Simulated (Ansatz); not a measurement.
Geometry optimisation, Ansatz 0.2.0, RKS PBE/6-31G*.

The input (input.yaml):

```yaml
crystal:
  periodic: [false, false, false]
  atoms:
    - { symbol: B, position_ang: [0.0, 0.0, 0.0] }
    - { symbol: F, position_ang: [0.0, 0.0, 1.67] }
    - { symbol: H, position_ang: [1.0305, 0.0, -0.595] }
    - { symbol: H, position_ang: [-1.0305, 0.0, -0.595] }
    - { symbol: "N", position_ang: [0.0773, -1.7539, 0.5833] }
    - { symbol: H, position_ang: [-0.441, -2.5119, 0.0539] }
    - { symbol: H, position_ang: [0.64, -2.0009, 1.4471] }
    - { symbol: H, position_ang: [0.0473, -1.0728, 1.5337] }
basis:
  gaussian: { orbitals: "6-31G*" }
hamiltonian:
  xc: pbe
relax:
  f_tol: 0.15
  max_steps: 25
  restrain:
    - { distance: [0, 4], at: 1.55, k: 30.0 }
    - { distance: [7, 1], at: 0.92, k: 30.0 }
    - { distance: [0, 1], at: 2.52, k: 30.0 }
    - { distance: [7, 4], at: 2.26, k: 30.0 }
```

Command:

```bash
$ ansatz run input.yaml --threads 1 --pin off --max-ram 2048MiB --backend cpu --events-out ev --progress --plain --runs-dir out
```

Q: Where does it end, and by what steps?

A: It converged. The restraints hold the end off the free minimum. After 9 steps the energy has fallen by 3.331 eV (the restraints' own energy left out); H7 moved furthest, 1.10 Å. Parted: N5–H8 (1.17 → 2.25 Å).

```
step  energy less start (eV)  largest force component (eV/Å)  accepted
   0                  0.0000                           5.708       yes
   1                 -0.9703                           4.782       yes
   2                 -1.4988                           4.322       yes
   3                 -2.1949                           2.491       yes
   4                 -2.7317                           1.700       yes
   5                 -3.0368                           2.088       yes
   6                 -3.1739                           2.128       yes
   7                 -3.2534                           1.965       yes
   8                 -3.3111                           2.118       yes
   9                 -3.3305                           2.080       yes
```

```xyz
8
Properties=species:S:1:pos:R:3
B 0.097 -0.499 -0.213
F -0.278 0.423 2.106
H 1.146 0.075 -0.318
H -0.964 -0.069 -0.577
N 0.138 -1.893 0.280
H -0.682 -2.496 0.310
H 1.012 -2.377 0.479
H -0.144 -0.503 2.030
```

Run time: 15 s on 1 thread of Arm Neoverse V1 (shared host), peak memory 0.12 GiB.
